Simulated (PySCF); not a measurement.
H₆Si₂, charge +1, multiplicity 2. Atoms are numbered in the order given.

```xyz
8

Si     0.0000     0.0000    -1.3860
Si     0.0000     0.0000     1.3860
H     -1.2619    -0.7285    -1.5869
H      1.2619    -0.7285    -1.5869
H      0.0000     1.4571    -1.5869
H     -1.2619     0.7285     1.5869
H      1.2619     0.7285     1.5869
H      0.0000    -1.4571     1.5869
```
Charge +1, spin multiplicity 2.

The structure is a stationary point at B3LYP-D3(BJ)/def2-TZVP. The spin state was assumed, not searched.

Computed with B3LYP/def2-TZVPD run with PySCF.

Mulliken values depend strongly on the basis, most of all with diffuse functions as here. ESP charges are fitted to the potential on shells at 1.4 to 2.0 van der Waals radii. Atomic charges (e):

```csv
atom,ESP fit,meta-Löwdin,Mulliken,Mulliken spin
Si1,0.51,(withheld),0.36,0.44
Si2,0.51,(withheld),0.36,0.44
H3,0.00,(withheld),0.05,0.02
H4,0.00,(withheld),0.05,0.02
H5,0.00,(withheld),0.05,0.02
H6,0.00,(withheld),0.05,0.02
H7,0.00,(withheld),0.05,0.02
H8,0.00,(withheld),0.05,0.02
```

Q: What belongs in the gaps? (An estimate is asked for; the answer gives what the named calculation found.)

A: 
- Si1, meta-Löwdin: 0.54
- Si2, meta-Löwdin: 0.54
- H3, meta-Löwdin: -0.01
- H4, meta-Löwdin: -0.01
- H5, meta-Löwdin: -0.01
- H6, meta-Löwdin: -0.01
- H7, meta-Löwdin: -0.01
- H8, meta-Löwdin: -0.01
